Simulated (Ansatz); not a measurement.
**What a trial cell of BaCu3 relaxes into**

Computed with DFT PBE, scalar-relativistic, plane waves, PAW (Ansatz 0.2.0). Cutoff 420 eV, Γ-centred k mesh, Gaussian smearing, no spin polarisation in the final step.

The start puts BaCu3 on the Cu3Au (L1_2) structure type (Pm-3m, No. 221), with Ba in place of Au, at a guessed volume.

```xyz
4
Lattice="4.2035 0.0000 0.0000 0.0000 4.2035 0.0000 0.0000 0.0000 4.2035" Properties=species:S:1:pos:R:3 pbc="T T T"
Ba    0.0000    0.0000    0.0000
Cu    0.0000    2.1018    2.1018
Cu    2.1018    0.0000    2.1018
Cu    2.1018    2.1018    0.0000
```

Cell and atoms relax at zero pressure; the relaxation can't lower the symmetry of the start. After a coarse first stage the cell is made exact in the group found at 0.06 Å.

Energies over the elements count from the elements' standard structures at the same level, with no empirical corrections.

(1) What does it relax into?

(2) What are its volume, energy, density and gap?

Answers

(1) It keeps Pm-3m (No. 221). The result still has the Cu3Au (L1_2) structure. Conventional cell: a = 4.451 Å. Around Ba lie 12 Cu at 3.15 Å; Cu is coordinated by 4 Ba at 3.15 Å and 8 Cu at 3.15 Å.

Space group Pm-3m (No. 221). a = 4.451 Å, b = 4.451 Å, c = 4.451 Å, α = 90.00°, β = 90.00°, γ = 90.00°
```
atom site symmetry x y z
  Ba    1a m-3m  0.0000  0.0000  0.0000
  Cu    3c    4/mm.m  0.0000  0.5000  0.5000
```

(2) The volume per atom is 22.04 Å³, the density is 6.18 g/cm³ and the energy over the elements is 0.52 eV/atom. The gap on the 10×10×10 mesh is 0 eV (a metal).

The final run used a 10×10×10 mesh on its 4-atom cell and 0.10 eV smearing. For metals, differences of a few meV/atom aren't resolved. Symmetry constrained the relaxation, so the result can be a saddle point. The steps took about 90 core-seconds in all.

Cost: 3 runs of about 1.5 core-minutes in all, on Arm Neoverse N1 (shared hosts).